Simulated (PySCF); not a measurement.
B3LYP has the VWN-RPA correlation part, as in Gaussian. 

Cl, SMILES `[Cl]` (charge 0, multiplicity 2)

Method: B3LYP-D3(BJ)/def2-TZVP (PySCF).

```
Item                                                   Value
-----------------------------  -----------------------------
highest occupied spin orbital                       -9.27 eV
dipole moment                                      0.000 e·Å
total energy                                    -460.1670 Ha
cost                           very roughly 2.1 core-seconds
```

```xyz
1

Cl     0.0000     0.0000     0.0000
```
Charge 0, spin multiplicity 2.
